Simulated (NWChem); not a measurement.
System: isobutene (C$_{4}$H$_{8}$); SMILES C=C(C)C

NWChem input:

```
start job
memory heap 200 mb stack 900 mb global 1100 mb
geometry units angstroms
  C      1.270635     0.000403    -0.674535
  C      0.000000     0.000000     0.123266
  C     -1.270635    -0.000403    -0.674535
  C      0.000000     0.000000     1.461512
  H      1.320464     0.882935    -1.335170
  H      1.322973    -0.883913    -1.332548
  H      2.161431     0.002947    -0.030901
  H     -1.322973     0.883913    -1.332548
  H     -2.161431    -0.002947    -0.030901
  H     -1.320464    -0.882935    -1.335170
  H     -0.933284    -0.000236     2.031972
  H      0.933284     0.000236     2.031972
end
basis spherical
  * library 6-31g*
end
dft
  xc hfexch
  iterations 150
end
driver
  maxiter 120
end
task dft optimize
task dft freq
```

Parts of the log:

```
             Northwest Computational Chemistry Package (NWChem) 7.3.0
             --------------------------------------------------------

 C2V symmetry detected

                             Geometry "geometry" -> ""
                             -------------------------

 Output coordinates in angstroms (scale by  1.889725989 to convert to a.u.)

  No.       Tag          Charge          X              Y              Z
 ---- ---------------- ---------- -------------- -------------- --------------
    1 C                    6.0000     1.27063506     0.00000000    -0.67706481
    2 C                    6.0000     0.00000000     0.00000000     0.12073619
    3 C                    6.0000    -1.27063506     0.00000000    -0.67706481
    4 C                    6.0000     0.00000000     0.00000000     1.45898219
    5 H                    1.0000     1.32171825     0.88342438    -1.33638881
    6 H                    1.0000     1.32171825    -0.88342438    -1.33638881
    7 H                    1.0000     2.16143189     0.00000000    -0.03343081
    8 H                    1.0000    -1.32171825     0.88342438    -1.33638881
    9 H                    1.0000    -2.16143189     0.00000000    -0.03343081
   10 H                    1.0000    -1.32171825    -0.88342438    -1.33638881
   11 H                    1.0000    -0.93328403     0.00000000     2.02944219
   12 H                    1.0000     0.93328403     0.00000000     2.02944219

 Effective nuclear repulsion energy (a.u.)     119.5175447508

      Symmetry information
      --------------------

 Group name             C2v
 Group number             16
 Group order               4
 No. of unique centers     6

                                Z-matrix (autoz)
                                --------

 Units are Angstrom for bonds and degrees for angles

      Type          Name      I     J     K     L     M      Value
      ----------- --------  ----- ----- ----- ----- ----- ----------
    1 Stretch                  1     2                       1.50033
    2 Stretch                  1     5                       1.10352
    3 Stretch                  1     6                       1.10352
    4 Stretch                  1     7                       1.09899
    5 Stretch                  2     3                       1.50033
    6 Stretch                  2     4                       1.33825
    7 Stretch                  3     8                       1.10352
    8 Stretch                  3     9                       1.09899
    9 Stretch                  3    10                       1.10352
   10 Stretch                  4    11                       1.09382
   11 Stretch                  4    12                       1.09382
   12 Bend                     1     2     3               115.75257
   13 Bend                     1     2     4               122.12372
   14 Bend                     2     1     5               110.91056
   15 Bend                     2     1     6               110.91056
   16 Bend                     2     1     7               112.02676
   17 Bend                     2     3     8               110.91056
   18 Bend                     2     3     9               112.02676
   19 Bend                     2     3    10               110.91056
   20 Bend                     2     4    11               121.43492
   21 Bend                     2     4    12               121.43492
   22 Bend                     3     2     4               122.12372
   23 Bend                     5     1     6               106.36557
   24 Bend                     5     1     7               108.20355
   25 Bend                     6     1     7               108.20355
   26 Bend                     8     3     9               108.20355
   27 Bend                     8     3    10               106.36557
   28 Bend                     9     3    10               108.20355
   29 Bend                    11     4    12               117.13016
   30 Torsion                  1     2     3     8         -58.98073
   31 Torsion                  1     2     3     9         180.00000
   32 Torsion                  1     2     3    10          58.98073
   33 Torsion                  1     2     4    11         180.00000
   34 Torsion                  1     2     4    12           0.00000
   35 Torsion                  3     2     1     5          58.98073
   36 Torsion                  3     2     1     6         -58.98073
   37 Torsion                  3     2     1     7         180.00000
   38 Torsion                  3     2     4    11           0.00000
   39 Torsion                  3     2     4    12         180.00000
   40 Torsion                  4     2     1     5        -121.01927
   41 Torsion                  4     2     1     6         121.01927
   42 Torsion                  4     2     1     7           0.00000
   43 Torsion                  4     2     3     8         121.01927
   44 Torsion                  4     2     3     9           0.00000
   45 Torsion                  4     2     3    10        -121.01927

  xc_inp: hfexch multiplicative factor not found.

                           NWChem Geometry Optimization
                           ----------------------------

 maximum gradient threshold         (gmax) =   0.000450
 rms gradient threshold             (grms) =   0.000300
 maximum cartesian step threshold   (xmax) =   0.001800
 rms cartesian step threshold       (xrms) =   0.001200
 fixed trust radius                (trust) =   0.300000
 source of zmatrix                         =   autoz

          -------------------
          Energy Minimization
          -------------------

 Using diagonal initial Hessian
 Scaling for Hessian diagonals: bonds = 1.00  angles = 0.25  torsions = 0.10

          --------
          Step   0

                                 NWChem DFT Module
                                 -----------------

 Summary of "ao basis" -> "ao basis" (spherical)
 ------------------------------------------------------------------------------
       Tag                 Description            Shells   Functions and Types
 ---------------- ------------------------------  ------  ---------------------
 C                           6-31g*                  6       14   3s2p1d
 H                           6-31g*                  2        2   2s

      Symmetry analysis of basis
      --------------------------

        a1         30
        a2          8
        b1         22
        b2         12

            General Information
            -------------------
          SCF calculation type: DFT
          Wavefunction type:  closed shell.
          No. of atoms     :    12
          No. of electrons :    32
           Alpha electrons :    16
            Beta electrons :    16
          Charge           :     0
          Spin multiplicity:     1
          Use of symmetry is: on ; symmetry adaption is: on
          Maximum number of iterations: 150
          AO basis - number of functions:    72
                     number of shells:    40
          Convergence on energy requested:  1.00D-06
          Convergence on density requested:  1.00D-05
          Convergence on gradient requested:  5.00D-04

              XC Information
              --------------
                     Hartree-Fock (Exact) Exchange  1.000

      Superposition of Atomic Density Guess
      -------------------------------------

[...]

      ----------------------
      Optimization converged
      ----------------------

  Step       Energy      Delta E   Gmax     Grms     Xrms     Xmax
  ---- ---------------- -------- -------- -------- -------- --------
@    4    -156.10989594 -1.8D-07  0.00001  0.00001  0.00028  0.00049
                                     ok       ok       ok       ok

                                Z-matrix (autoz)
                                --------

 Units are Angstrom for bonds and degrees for angles

      Type          Name      I     J     K     L     M      Value     Gradient
      ----------- --------  ----- ----- ----- ----- ----- ---------- ----------
    1 Stretch                  1     2                       1.50798    0.00001
    2 Stretch                  1     5                       1.08757    0.00000
    3 Stretch                  1     6                       1.08757    0.00000
    4 Stretch                  1     7                       1.08346   -0.00000
    5 Stretch                  2     3                       1.50798    0.00001
    6 Stretch                  2     4                       1.32140   -0.00001
    7 Stretch                  3     8                       1.08757    0.00000
    8 Stretch                  3     9                       1.08346   -0.00000
    9 Stretch                  3    10                       1.08757    0.00000
   10 Stretch                  4    11                       1.07604   -0.00000
   11 Stretch                  4    12                       1.07604   -0.00000
   12 Bend                     1     2     3               115.48343   -0.00000
   13 Bend                     1     2     4               122.25828    0.00000
   14 Bend                     2     1     5               110.76009   -0.00001
   15 Bend                     2     1     6               110.76009   -0.00001
   16 Bend                     2     1     7               111.76251    0.00000
   17 Bend                     2     3     8               110.76009   -0.00001
   18 Bend                     2     3     9               111.76251    0.00000
   19 Bend                     2     3    10               110.76009   -0.00001
   20 Bend                     2     4    11               121.76926    0.00000
   21 Bend                     2     4    12               121.76926    0.00000
   22 Bend                     3     2     4               122.25828    0.00000
   23 Bend                     5     1     6               106.89347   -0.00001
   24 Bend                     5     1     7               108.24482    0.00001
   25 Bend                     6     1     7               108.24482    0.00001
   26 Bend                     8     3     9               108.24482    0.00001
   27 Bend                     8     3    10               106.89347   -0.00001
   28 Bend                     9     3    10               108.24482    0.00001
   29 Bend                    11     4    12               116.46149   -0.00000
   30 Torsion                  1     2     3     8         -59.21359    0.00001
   31 Torsion                  1     2     3     9         180.00000    0.00000
   32 Torsion                  1     2     3    10          59.21359   -0.00001
   33 Torsion                  1     2     4    11         180.00000   -0.00000
   34 Torsion                  1     2     4    12           0.00000    0.00000
   35 Torsion                  3     2     1     5          59.21359   -0.00001
   36 Torsion                  3     2     1     6         -59.21359    0.00001
   37 Torsion                  3     2     1     7         180.00000   -0.00000
   38 Torsion                  3     2     4    11           0.00000   -0.00000
   39 Torsion                  3     2     4    12         180.00000    0.00000
   40 Torsion                  4     2     1     5        -120.78641   -0.00001
   41 Torsion                  4     2     1     6         120.78641    0.00001
   42 Torsion                  4     2     1     7           0.00000    0.00000
   43 Torsion                  4     2     3     8         120.78641    0.00001
   44 Torsion                  4     2     3     9           0.00000   -0.00000
   45 Torsion                  4     2     3    10        -120.78641   -0.00001

                         Geometry "geometry" -> "geometry"
                         ---------------------------------

 Output coordinates in angstroms (scale by  1.889725989 to convert to a.u.)

[...]

 Rotational Constants
 --------------------
 A=   0.308213 cm-1  (  0.443439 K)
 B=   0.280086 cm-1  (  0.402972 K)
 C=   0.155044 cm-1  (  0.223068 K)

 Temperature                      =   298.15K
 frequency scaling parameter      =   1.0000

 Zero-Point correction to Energy  =   72.525 kcal/mol  (  0.115576 au)
 Thermal correction to Energy     =   75.709 kcal/mol  (  0.120651 au)
 Thermal correction to Enthalpy   =   76.302 kcal/mol  (  0.121594 au)

 Total Entropy                    =   68.418 cal/mol-K
   - Translational                =   37.976 cal/mol-K (mol. weight =  56.0626)
   - Rotational                   =   22.916 cal/mol-K (symmetry #  =        2)
   - Vibrational                  =    7.526 cal/mol-K

 Cv (constant volume heat capacity) =   17.078 cal/mol-K
   - Translational                  =    2.979 cal/mol-K
   - Rotational                     =    2.979 cal/mol-K
   - Vibrational                    =   11.119 cal/mol-K

[normal modes left out]

 ----------------------------------------------------------------------------
 Normal Eigenvalue ||           Projected Infra Red Intensities
  Mode   [cm**-1]  || [atomic units] [(debye/angs)**2] [(KM/mol)] [arbitrary]
 ------ ---------- || -------------- ----------------- ---------- -----------
    1       -0.000 ||    0.000028           0.001         0.027       0.026
    2        0.000 ||    0.000118           0.003         0.115       0.111
    3        0.000 ||    0.000054           0.001         0.053       0.051
    4        0.000 ||    0.000000           0.000         0.000       0.000
    5        0.000 ||    0.000026           0.001         0.025       0.024
    6        0.000 ||    0.000019           0.000         0.019       0.018
    7      179.080 ||    0.000000           0.000         0.000       0.000
    8      221.038 ||    0.000330           0.008         0.321       0.310
    9      402.894 ||    0.000271           0.006         0.265       0.256
   10      469.870 ||    0.001684           0.039         1.641       1.586
   11      475.564 ||    0.005850           0.135         5.703       5.509
   12      770.414 ||    0.000000           0.000         0.000       0.000
   13      865.091 ||    0.000009           0.000         0.008       0.008
   14     1046.950 ||    0.000112           0.003         0.109       0.106
   15     1047.453 ||    0.054407           1.255        53.038      51.237
   16     1069.951 ||    0.000172           0.004         0.168       0.162
   17     1120.681 ||    0.000000           0.000         0.000       0.000
   18     1187.949 ||    0.002053           0.047         2.001       1.933
   19     1219.350 ||    0.000017           0.000         0.016       0.016
   20     1412.155 ||    0.003493           0.081         3.405       3.290
   21     1560.208 ||    0.000703           0.016         0.685       0.662
   22     1567.460 ||    0.004307           0.099         4.199       4.056
   23     1592.263 ||    0.000046           0.001         0.045       0.044
   24     1617.651 ||    0.000000           0.000         0.000       0.000
   25     1632.290 ||    0.003480           0.080         3.392       3.277
   26     1635.582 ||    0.013636           0.315        13.293      12.842
   27     1648.833 ||    0.008661           0.200         8.443       8.156
   28     1889.312 ||    0.017956           0.414        17.504      16.910
   29     3184.251 ||    0.023270           0.537        22.684      21.914
   30     3191.189 ||    0.055550           1.282        54.152      52.313
   31     3229.743 ||    0.000000           0.000         0.000       0.000
   32     3235.451 ||    0.080368           1.854        78.347      75.686
   33     3278.414 ||    0.035823           0.826        34.922      33.736
   34     3280.633 ||    0.028977           0.669        28.248      27.289
   35     3325.447 ||    0.013637           0.315        13.294      12.842
   36     3399.201 ||    0.027216           0.628        26.532      25.631
 ----------------------------------------------------------------------------
```

Level: Hartree-Fock/6-31G* (spherical d).
